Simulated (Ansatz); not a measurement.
Born–Oppenheimer molecular dynamics of C2H7Si (10 atoms, charge -1, multiplicity 1). It starts at the highest image of a converged band, a first-order saddle point between two minima.

Computed with RKS PBE/def2-SVP (Ansatz 0.2.0).

* ensemble: NVE (velocity Verlet)
* time step: 0.5 fs
* steps asked: 200
* starting velocities drawn for: 100 K
* seed: 12826

First frame:

```xyz
10
Properties=species:S:1:pos:R:3
C -0.987 0.714 -0.684
C 0.362 0.059 -0.472
Si 0.998 -0.981 0.932
H -1.806 -0.010 -0.968
H -0.987 1.497 -1.483
H -1.355 1.210 0.243
H 0.933 -0.117 -1.406
H 0.211 -2.318 1.341
H 0.694 -0.211 2.233
H 1.937 0.156 0.264
```

Q: What does the run give?

A: The run went to its last step.

```
steps done                                               : 200
time covered                                             : 100 fs
mean temperature over the second half                    : 759 K
spread of the potential energy over the second half      : 23.4 meV per atom
mean potential energy of the second half above the start : -68.2 meV per atom
```

The conserved energy stayed within 0.13 meV per atom of its start (net change 0.051 meV per atom), so the integration is sound. The system heated up, since it started high on the potential surface and ran downhill. A run of 0.1 ps of so small a system gives no equilibrium averages. The orbitals stay closed-shell, which can raise the energy where a bond breaks towards radicals; this wasn't checked here. Limits of this set-up: an anion without diffuse functions, the dipole of an ion depends on the origin.

Q: What happens to the structure?

A: The step under study would form C2–H10 and break Si3–H10. These pairs go: C2–H10 1.74 → 2.93 Å, Si3–H10 1.62 → 1.68 Å. In the last frame they stand as before the step (other bonds may differ from the relaxed reactants and products). It ends as one piece, C2H7Si (total charge -1). Pairs count as bonded within 1.25 times the sum of covalent radii (0.12 Å more for H–H). Another seed would give other details.

Q: How do temperature and energy run in time?

A: 
| time (fs) | T (K) | potential energy less start (eV) | conserved less start (meV/atom) |
| --- | --- | --- | --- |
| 0.0 | 100 | 0.000 | 0.00 |
| 8.0 | 65 | 0.036 | 0.06 |
| 16.0 | 390 | -0.299 | 0.06 |
| 24.0 | 1314 | -1.257 | -0.10 |
| 32.0 | 475 | -0.387 | 0.06 |
| 40.0 | 914 | -0.842 | -0.05 |
| 48.0 | 735 | -0.656 | 0.05 |
| 56.0 | 578 | -0.494 | 0.04 |
| 64.0 | 517 | -0.430 | 0.04 |
| 72.0 | 1141 | -1.077 | -0.07 |
| 80.0 | 477 | -0.389 | 0.06 |
| 88.0 | 939 | -0.869 | -0.06 |
| 96.0 | 857 | -0.783 | -0.01 |

The run took 6.1 min on 1 thread of Arm Neoverse V2, on a shared host, peak memory 0.1 GiB.
